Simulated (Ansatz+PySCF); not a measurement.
# singlet LiF: levels of theory in one basis

```xyz
2

Li    0.0000    0.0000   -2.2979
F     0.0000    0.0000    0.7660
```

Basis set: STO-3G (spherical functions). Correlated methods keep 1 orbital frozen. Charge 0, multiplicity 1.

Computed with Ansatz (development build ahead of 0.2.0); each method stands on the lowest determinant of its kind that the runs found. NEVPT2 correlates all electrons. Active spaces start from the frontier orbitals, and the lowest solution found is given.

```tsv
method	E − E(RHF) (eV)	<S²> of the determinant
RHF	0.00	0.00
UHF	-4.11	1.00
UHF-MP2	-4.12	1.00
RHF-CCSD	-4.14	–
RHF-CCSD(T)	-4.20	–
UHF-CCSD(T)	-4.13	1.00
RHF-CCSDT(Q)	-4.18	–
full CI (lowest root of this spin)	-4.18	–
CASSCF(6,6)	-4.16	–
SC-NEVPT2(6,6)	-4.17	–
```

**Question.** What does RHF-MP2 give on the same scale?

**Answer.** -2.36 eV.

At such a shape the full CI root can have another spatial symmetry than the determinants, so the rows needn't describe one state.

**Question.** Is a single determinant a sound starting point here?

**Answer.** It is doubtful. Unrestricted orbitals lower Hartree–Fock by 4.11 eV and <S²> is 1.00 where a pure state has 0.00, a sign of strong static correlation. The CASSCF(6,6) natural occupations are 2.00, 2.00, 1.30, 0.70, 0.00, 0.00.

Caution for RHF, RHF-MP2, RHF-CCSD, RHF-CCSD(T), RHF-CCSDT(Q): an unrestricted determinant lies well below. Caution for UHF, UHF-MP2, UHF-CCSD(T): the unrestricted determinant is a mixture of spin states. Caution for RHF-MP2, UHF-MP2, RHF-CCSD, UHF-CCSD(T), RHF-CCSDT(Q): large amplitudes, a single reference is doubtful. Caution for UHF-MP2, UHF-CCSD(T): a plain start can end on a higher determinant. Caution for RHF-CCSD(T): very large amplitudes, the method is breaking down. Caution for RHF-CCSD(T), RHF-CCSDT(Q): the amplitudes may be one of several solutions. Caution for UHF-CCSD(T): another reference gives a lower total.
